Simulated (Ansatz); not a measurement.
Ansatz results at the PBE0-D4/def2-TZVP geometry: HOMO energy (B3LYP/def2-TZVPP) -6.69 eV; size of the dipole moment (ωB97M-V/def2-TZVPP) 0.22 D; vertical ionisation energy (CCSD(T)/CBS(def2)) 9.34 eV.

Each molecule was computed in one conformer, which needn't be the lowest.

Task: Which molecule gave them?
A. `C/C=C(/C)CC`
B. `C/C=C\CCC`
C. `C=C(CC)CC`
D. `C/C=C(\C)CC`

Result: B. The others give `C/C=C(\C)CC`: -6.41, 0.18, 8.98; `C=C(CC)CC`: -6.81, 0.55, 9.42; `C/C=C(/C)CC`: -6.39, 0.22, 8.97.

B3LYP here is the variant with VWN-RPA as its local correlation; programs differ in this.
